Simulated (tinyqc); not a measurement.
Inside a calculation (part 2 of 2). Method: UHF in the sto-3g basis, for H2O, spin multiplicity 3. This run ends on a higher stationary point, not on the lowest solution. Computed by tinyqc, a small Python program that keeps every step (integrals from PySCF). Command: `OMP_NUM_THREADS=1 python tinyqc.py 24378 24379 out.jsonl` (the two numbers bound the seeds that draw the settings). One thread of a shared host (Intel(R) Xeon(R) Processor @ 2.60GHz), about 0.09 s of CPU time with the checks.

Geometry (angstrom):

| atom | x | y | z |
|---|---|---|---|
| O | 0.00000 | 0.00000 | 0.00000 |
| H | 0.00000 | 0.76700 | 0.62400 |
| H | 0.00000 | -0.76700 | 0.62400 |

## Iteration 2: diagonalisation and new density

F(alpha) (hartree), lower triangle:
```
            1O 1s     1O 2s    1O 2px    1O 2py    1O 2pz     2H 1s     3H 1s
1O 1s   -19.65499
1O 2s    -5.06316  -2.32625
1O 2px    0.00000   0.00000  -0.17678
1O 2py    0.00000   0.00000   0.00000  -0.40117
1O 2pz   -0.00907  -0.16900   0.00000   0.00000  -0.26424
2H 1s    -1.08842  -0.90733   0.00000  -0.30869  -0.29527  -0.56449
3H 1s    -1.08842  -0.90733   0.00000   0.30869  -0.29527  -0.45618  -0.56449
```

F(beta) (hartree), lower triangle:
```
            1O 1s     1O 2s    1O 2px    1O 2py    1O 2pz     2H 1s     3H 1s
1O 1s   -19.61749
1O 2s    -5.02015  -2.11411
1O 2px    0.00000   0.00000  -0.11335
1O 2py    0.00000   0.00000   0.00000   0.51167
1O 2pz   -0.00786  -0.14713   0.00000   0.00000  -0.18667
2H 1s    -1.07692  -0.80716   0.00000  -0.09955  -0.26295  -0.18962
3H 1s    -1.07692  -0.80716   0.00000   0.09955  -0.26295  -0.33431  -0.18962
```

X, lower triangle:
```
           1O 1s     1O 2s   1O 2px    1O 2py    1O 2pz     2H 1s    3H 1s
1O 1s    1.02407
1O 2s   -0.14175   1.22291
1O 2px   0.00000   0.00000  1.00000
1O 2py   0.00000   0.00000  0.00000   1.10039
1O 2pz  -0.00987   0.10450  0.00000   0.00000   1.05433
2H 1s    0.02129  -0.27676  0.00000  -0.21513  -0.14439   1.19026
3H 1s    0.02129  -0.27676  0.00000   0.21513  -0.14439  -0.08753  1.19026
```

Diagonalise F' = X^T F X, C = X C', fill 6 alpha and 4 beta electrons from the bottom; D(s) = C_occ C_occ^T. Each column has its largest component positive (the first on a tie).

F' = X^T F X (alpha) (hartree), lower triangle:
```
           1         2         3         4         5         6         7
1  -19.27440
2   -2.66819  -1.22897
3    0.00000   0.00000  -0.17678
4    0.00000   0.00000   0.00000  -0.20349
5   -0.02414  -0.01411   0.00000   0.00000  -0.16186
6   -0.16907  -0.37104   0.00000  -0.33787  -0.21343  -0.10750
7   -0.16907  -0.37104   0.00000   0.33787  -0.21343  -0.23294  -0.10750
```

orbital energies (alpha) (hartree): MO1 -19.66573, MO2 -1.16517, MO3 -0.54436, MO4 -0.34065, MO5 -0.17678, MO6 0.16587, MO7 0.46631

coefficients C (alpha):
```
             MO1       MO2       MO3       MO4      MO5       MO6       MO7
1O 1s    0.99342  -0.23062   0.00000  -0.13124  0.00000  -0.11193   0.00000
1O 2s    0.02926   0.81684   0.00000   0.67393  0.00000   0.74663   0.00000
1O 2px   0.00000   0.00000   0.00000   0.00000  1.00000   0.00000   0.00000
1O 2py   0.00000   0.00000   0.71912   0.00000  0.00000   0.00000   0.88672
1O 2pz   0.00361   0.15629   0.00000  -0.65225  0.00000   0.84526   0.00000
2H 1s   -0.00631   0.17093   0.34960  -0.38139  0.00000  -0.72882  -0.86048
3H 1s   -0.00631   0.17093  -0.34960  -0.38139  0.00000  -0.72882   0.86048
```

F' = X^T F X (beta) (hartree), lower triangle:
```
           1         2         3         4         5         6        7
1  -19.24303
2   -2.65526  -0.98092
3    0.00000   0.00000  -0.11335
4    0.00000   0.00000   0.00000   0.72720
5   -0.02616   0.02792   0.00000   0.00000  -0.07355
6   -0.16454  -0.44258   0.00000  -0.31008  -0.25867   0.27655
7   -0.16454  -0.44258   0.00000   0.31008  -0.25867  -0.11651  0.27655
```

orbital energies (beta) (hartree): MO1 -19.62644, MO2 -0.94688, MO3 -0.20747, MO4 -0.11335, MO5 0.09087, MO6 0.64332, MO7 1.02940

coefficients C (beta):
```
             MO1       MO2       MO3      MO4       MO5       MO6       MO7
1O 1s    0.99405  -0.23570   0.09813  0.00000   0.00000  -0.12846   0.00000
1O 2s    0.02656   0.85984  -0.47105  0.00000   0.00000   0.84723   0.00000
1O 2px   0.00000   0.00000   0.00000  1.00000   0.00000   0.00000   0.00000
1O 2py   0.00000   0.00000   0.00000  0.00000   0.37389   0.00000   1.07871
1O 2pz   0.00323   0.17613   0.83396  0.00000   0.00000   0.66167   0.00000
2H 1s   -0.00570   0.13379   0.20170  0.00000   0.62191  -0.80454  -0.68984
3H 1s   -0.00570   0.13379   0.20170  0.00000  -0.62191  -0.80454   0.68984
```

D(alpha) after iteration 2, lower triangle:
```
           1O 1s     1O 2s   1O 2px    1O 2py    1O 2pz    2H 1s    3H 1s
1O 1s    1.06982
1O 2s   -0.33132   1.67972
1O 2px   0.00000   0.00000  1.00000
1O 2py   0.00000   0.00000  0.00000   0.51713
1O 2pz  -0.04147   0.31929  0.00000   0.00000   1.16433
2H 1s    0.08594  -0.66175  0.00000   0.25140  -0.34059  0.82812
3H 1s    0.08594  -0.66175  0.00000  -0.25140  -0.34059  0.58368  0.82812
```

D(beta) after iteration 2, lower triangle:
```
           1O 1s     1O 2s   1O 2px   1O 2py   1O 2pz    2H 1s    3H 1s
1O 1s    1.05332
1O 2s   -0.22249   0.96192
1O 2px   0.00000   0.00000  1.00000
1O 2py   0.00000   0.00000  0.00000  0.00000
1O 2pz   0.04353  -0.24130  0.00000  0.00000  0.72652
2H 1s   -0.01741   0.01988  0.00000  0.00000  0.19175  0.05861
3H 1s   -0.01741   0.01988  0.00000  0.00000  0.19175  0.05861  0.05861
```

## Iteration 14 (converged): orbitals

converged F(alpha) (hartree), lower triangle:
```
            1O 1s     1O 2s    1O 2px    1O 2py    1O 2pz     2H 1s     3H 1s
1O 1s   -20.24564
1O 2s    -5.17449  -2.56367
1O 2px    0.00000   0.00000  -0.45553
1O 2py    0.00000   0.00000   0.00000  -0.38944
1O 2pz   -0.01349  -0.16536   0.00000   0.00000  -0.55326
2H 1s    -1.11210  -0.99373   0.00000  -0.41462  -0.33114  -0.71239
3H 1s    -1.11210  -0.99373   0.00000   0.41462  -0.33114  -0.41850  -0.71239
```

converged F(beta) (hartree), lower triangle:
```
            1O 1s     1O 2s    1O 2px    1O 2py    1O 2pz     2H 1s     3H 1s
1O 1s   -20.20776
1O 2s    -5.14596  -2.36443
1O 2px    0.00000   0.00000  -0.39297
1O 2py    0.00000   0.00000   0.00000   0.20312
1O 2pz   -0.01166  -0.04440   0.00000   0.00000  -0.33373
2H 1s    -1.10195  -0.89828   0.00000  -0.14136  -0.31533  -0.27178
3H 1s    -1.10195  -0.89828   0.00000   0.14136  -0.31533  -0.41309  -0.27178
```

As before.

F' = X^T F X (alpha) (hartree), lower triangle:
```
           1         2         3         4         5         6         7
1  -19.86729
2   -2.68001  -1.45887
3    0.00000   0.00000  -0.45553
4    0.00000   0.00000   0.00000  -0.10617
5   -0.02698  -0.02111   0.00000   0.00000  -0.46234
6   -0.17326  -0.39179   0.00000  -0.44838  -0.20633  -0.22703
7   -0.17326  -0.39179   0.00000   0.44838  -0.20633  -0.16703  -0.22703
```

orbital energies (alpha) (hartree): MO1 -20.25477, MO2 -1.37782, MO3 -0.71761, MO4 -0.56893, MO5 -0.45553, MO6 0.01897, MO7 0.55145

coefficients C (alpha):
```
             MO1       MO2       MO3       MO4      MO5       MO6       MO7
1O 1s    0.99401  -0.23826   0.00000   0.10074  0.00000  -0.12182   0.00000
1O 2s    0.02672   0.87337   0.00000  -0.49949  0.00000   0.81654   0.00000
1O 2px   0.00000   0.00000   0.00000   0.00000  1.00000   0.00000   0.00000
1O 2py   0.00000   0.00000   0.58094   0.00000  0.00000   0.00000   0.98281
1O 2pz   0.00356   0.17088   0.00000   0.80350  0.00000   0.69965   0.00000
2H 1s   -0.00574   0.12407   0.47231   0.24196  0.00000  -0.79494  -0.79974
3H 1s   -0.00574   0.12407  -0.47231   0.24196  0.00000  -0.79494   0.79974
```

F' = X^T F X (beta) (hartree), lower triangle:
```
           1         2         3         4         5         6        7
1  -19.83140
2   -2.68547  -1.19791
3    0.00000   0.00000  -0.39297
4    0.00000   0.00000   0.00000   0.39288
5   -0.04640   0.17202   0.00000   0.00000  -0.18629
6   -0.16432  -0.47700   0.00000  -0.29877  -0.31598   0.24298
7   -0.16432  -0.47700   0.00000   0.29877  -0.31598  -0.16198  0.24298
```

orbital energies (beta) (hartree): MO1 -20.21594, MO2 -1.14893, MO3 -0.44800, MO4 -0.39297, MO5 -0.02365, MO6 0.67828, MO7 0.82149

coefficients C (beta):
```
             MO1       MO2       MO3      MO4       MO5       MO6       MO7
1O 1s    0.99438  -0.24368   0.07384  0.00000   0.00000  -0.12729   0.00000
1O 2s    0.02518   0.90252  -0.40462  0.00000   0.00000   0.83715   0.00000
1O 2px   0.00000   0.00000   0.00000  1.00000   0.00000   0.00000   0.00000
1O 2py   0.00000   0.00000   0.00000  0.00000   0.57005   0.00000   0.98917
1O 2pz   0.00315   0.05664   0.80932  0.00000   0.00000   0.71141   0.00000
2H 1s   -0.00547   0.11715   0.26439  0.00000   0.48111  -0.78882  -0.79447
3H 1s   -0.00547   0.11715   0.26439  0.00000  -0.48111  -0.78882   0.79447
```

D(alpha) after iteration 14, lower triangle:
```
           1O 1s     1O 2s   1O 2px    1O 2py    1O 2pz    2H 1s    3H 1s
1O 1s    1.06982
1O 2s   -0.33132   1.67972
1O 2px   0.00000   0.00000  1.00000
1O 2py   0.00000   0.00000  0.00000   0.33750
1O 2pz  -0.04147   0.31929  0.00000   0.00000   1.16433
2H 1s    0.08594  -0.66175  0.00000   0.27438  -0.34059  0.92897
3H 1s    0.08594  -0.66175  0.00000  -0.27438  -0.34059  0.48282  0.92897
```

D(beta) after iteration 14, lower triangle:
```
           1O 1s     1O 2s   1O 2px   1O 2py   1O 2pz    2H 1s    3H 1s
1O 1s    1.05362
1O 2s   -0.22476   0.97890
1O 2px   0.00000   0.00000  1.00000
1O 2py   0.00000   0.00000  0.00000  0.00000
1O 2pz   0.04909  -0.27627  0.00000  0.00000  0.65822
2H 1s   -0.01446  -0.00139  0.00000  0.00000  0.22059  0.08365
3H 1s   -0.01446  -0.00139  0.00000  0.00000  0.22059  0.08365  0.08365
```

## Convergence

Stop when the energy changes by less than 1e-08 hartree and every element of the error matrix X^T (F D S - S D F) X (for each spin) is below 3e-05.

Course of the cycle:

| iteration | E (hartree) | change | largest element of the error matrix |
|---|---|---|---|
| 1 | -28.6672141 | - | 2.64e-01 |
| 2 | -73.9028668 | -4.52e+01 | 2.92e-01 |
| 3 | -74.3358835 | -4.33e-01 | 9.23e-02 |
| 4 | -74.3580041 | -2.21e-02 | 2.44e-02 |
| 5 | -74.3593246 | -1.32e-03 | 7.86e-03 |
| 6 | -74.3594820 | -1.57e-04 | 3.14e-03 |
| 7 | -74.3595158 | -3.37e-05 | 1.46e-03 |
| 8 | -74.3595249 | -9.12e-06 | 7.37e-04 |
| 9 | -74.3595275 | -2.66e-06 | 3.87e-04 |
| 10 | -74.3595283 | -7.90e-07 | 2.08e-04 |
| 11 | -74.3595286 | -2.37e-07 | 1.14e-04 |
| 12 | -74.3595286 | -7.12e-08 | 6.30e-05 |
| 13 | -74.3595287 | -2.14e-08 | 3.46e-05 |
| 14 | -74.3595287 | -6.44e-09 | 1.90e-05 |

PySCF UHF in the same basis, after a stability check = -74.6108384 hartree

Converged in 14 iterations. But the solution lies 0.25131 hartree above the reference: it is another stationary point, not the lowest one. Reruns (cap 100 unless said): DIIS 8: converged in 9 to a higher stationary point; damping 0.5: converged in 34 to a higher stationary point; level shift 0.5: converged in 21 to a higher stationary point; atomic densities as start, DIIS 8: converged in 8.

## Populations, bond orders and dipole

overlap S, lower triangle:
```
          1O 1s    1O 2s   1O 2px    1O 2py   1O 2pz    2H 1s    3H 1s
1O 1s   1.00000
1O 2s   0.23670  1.00000
1O 2px  0.00000  0.00000  1.00000
1O 2py  0.00000  0.00000  0.00000   1.00000
1O 2pz  0.00000  0.00000  0.00000   0.00000  1.00000
2H 1s   0.05007  0.45432  0.00000   0.29653  0.24125  1.00000
3H 1s   0.05007  0.45432  0.00000  -0.29653  0.24125  0.24453  1.00000
```

Mulliken: Z minus the diagonal of D S on the atom; Loewdin: the same with S^(1/2) D S^(1/2); Mayer order: 2 sum_s sum (D(s) S)_ij (D(s) S)_ji over the two atoms.

Charges (e):

| atom | Mulliken | Loewdin | Mulliken spin |
|---|---|---|---|
| 1O | -0.18828 | -0.13169 | 0.81217 |
| 2H | 0.09414 | 0.06584 | 0.59392 |
| 3H | 0.09414 | 0.06584 | 0.59392 |

Mayer bond orders:

| pair | order |
|---|---|
| 2-1 | 0.46464 |
| 3-1 | 0.46464 |
| 3-2 | 0.17377 |

dipole moment about the origin, x y z (debye): 0.00000  0.00000  0.56470

<S^2> of the determinant (pure state: 2) = 2.00000
